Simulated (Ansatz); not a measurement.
**ClHMgO: ionisation energy by level of theory**

Aim: the vertical ionisation energy of ClHMgO, as cation minus neutral at the neutral's geometry, on several levels, and how well −ε(HOMO) stands in for it.

The runs use Ansatz 0.2.0, Gaussian basis; unrestricted cation, the program's frozen cores in correlated methods.

Levels to be run: UKS PBE-D4/def2-TZVPP; UKS r2SCAN-D4/def2-TZVPP; UKS PBE0-D4/def2-TZVPP; UKS B3LYP-D4/def2-TZVPP; UKS wB97X-V/def2-TZVPP; UKS wB97M-V/def2-TZVPP; UKS B2PLYP/def2-TZVPP; UHF-CCSD(T)/def2-TZVPP; UHF-MP2/def2-QZVPP; extrapolation to the limit; then −ε(HOMO) from the neutral's earlier runs with LDA (SPW92), PBE-D4, revPBE-D4, BLYP-D4, r2SCAN-D4, B97M-V, PBE0-D4, B3LYP-D4, r2SCANh-D4, r2SCAN0-D4, HSE06-D4, BHLYP-D4, CAM-B3LYP-D4, LC-ωPBE, ωB97X-V, ωB97M-V.

**1. Structure used throughout**

The geometry comes from an earlier relaxation with PBE0-D4 in a triple-zeta def2 set; it is a stationary point.

SMILES `[OH][Mg][Cl]`, 4 atoms, charge 0, spin multiplicity 1.

Atoms are counted from 1 here; the program's logs count them from 0.

Bond lengths: O1–Mg2 1.749 Å, O1–H4 0.947 Å, Mg2–Cl3 2.177 Å. Angles: Mg2–O1–H4 168.4°, O1–Mg2–Cl3 178.6°.

As a file:

```xyz
4
charge 0, multiplicity 1
O    -0.3992    1.0386   -0.3643
Mg    0.2397   -0.5148    0.1248
Cl    1.0666   -2.4474    0.6900
H    -0.8515    1.8633   -0.4709
```

**2. Cation, UKS PBE-D4/def2-TZVPP**

in.yaml

```yaml
crystal:
  periodic: [false, false, false]
  atoms:
    - {symbol: O, position_ang: [-0.399249, 1.038606, -0.364318]}
    - {symbol: Mg, position_ang: [0.239712, -0.514837, 0.124829]}
    - {symbol: Cl, position_ang: [1.066602, -2.447367, 0.689983]}
    - {symbol: H, position_ang: [-0.851466, 1.863298, -0.470895]}
basis:
  gaussian: {orbitals: def2-TZVPP}
total_charge: 1
magnetization: {spin_polarized: true, initial_magnetization: 1}
hamiltonian: {xc: pbe, dispersion: d4}
```

Command:

```console
$ ansatz run in.yaml --threads 4 --pin off --events-out ev --progress --plain --max-ram 10444MiB
```

The runs that follow: Cation, UKS r2SCAN-D4/def2-TZVPP; Cation, UKS PBE0-D4/def2-TZVPP; Cation, UKS B3LYP-D4/def2-TZVPP; Cation, UKS wB97X-V/def2-TZVPP; Cation, UKS wB97M-V/def2-TZVPP; Cation, UKS B2PLYP (frozen core)/def2-TZVPP; Cation, UHF-CCSD(T)/def2-TZVPP; Cation, UHF-MP2/def2-QZVPP.

Q: Predict the results of all the runs planned. Wanted: ionisation energy, CCSD(T)/CBS; nearest functional by difference; nearest −ε(HOMO); −ε(HOMO) of PBE; T1 of the cation.

The runs gave:

| quantity | value |
| --- | --- |
| ionisation energy, CCSD(T)/CBS | 11.44 eV |
| nearest functional by difference | ωB97X-V (-0.20 eV) |
| nearest −ε(HOMO) | LC-ωPBE (-0.11 eV) |
| −ε(HOMO) of PBE | 6.70 eV |
| T1 of the cation | 0.012 |

**Reading.** By cation minus neutral, the functionals miss by 1.20 eV at most. −ε(HOMO) of PBE misses by 4.7 eV, since self-interaction lifts the level. Among orbital estimates LC-ωPBE comes nearest. Hartree-Fock falls 1.89 eV short, as the neutral has more correlation energy than the cation. Correlated methods include outer-core shells of Mg, which these sets cover unevenly.
